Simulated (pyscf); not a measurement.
PySCF, gas phase, ωB97X-D3(BJ)/def2-SVP geometries. Correlated levels are frozen-core, on RHF or UHF. ΔMP2 is the change of the MP2 total energy from the triple- to the quadruple-zeta basis.

### Question
For `[Cl][Ga]` [singlet] + `[OH2]` → `[OH][GaH][Cl]`, an insertion (singlet surface; H–O broken, Ga–O, Ga–H formed), PBE/def2-TZVP gives ΔE‡ = 151.9 kJ/mol and ΔE = -45.0 kJ/mol (zero: the separated reactants). In which direction and how far do r²SCAN/def2-TZVP, PBE0-D3(BJ)/def2-TZVP, CCSD(T)/def2-TZVPP + ΔMP2(QZVPP) move these?

### Answer
r²SCAN: ΔE‡ = 150.1 kJ/mol, ΔE = -73.3 kJ/mol; PBE0-D3(BJ): ΔE‡ = 172.2 kJ/mol, ΔE = -57.8 kJ/mol; CCSD(T): ΔE‡ = 188.5 kJ/mol, ΔE = -57.0 kJ/mol. PBE's barrier lies among them. Its reaction energy lies over all of them, by 11.9 to 28.3 kJ/mol. On the reactant side the descent ends in a bound adduct (not fully relaxed), 42.4 kJ/mol under the separated species and 230.0 kJ/mol under the saddle at ωB97X-D3(BJ)/def2-TZVP. One saddle was located; it need not be the lowest between these sides. The CCSD(T) − MP2 part came from Ansatz, without density fitting, on the same reference. The frozen core leaves the outer d or s,p core shells of the metals and heavy elements correlated in the MP2 and CC values, and def2-TZVPP describes them poorly, which can shift differences by a few kcal/mol. Elements up to Kr have no core potential and no relativistic terms here.
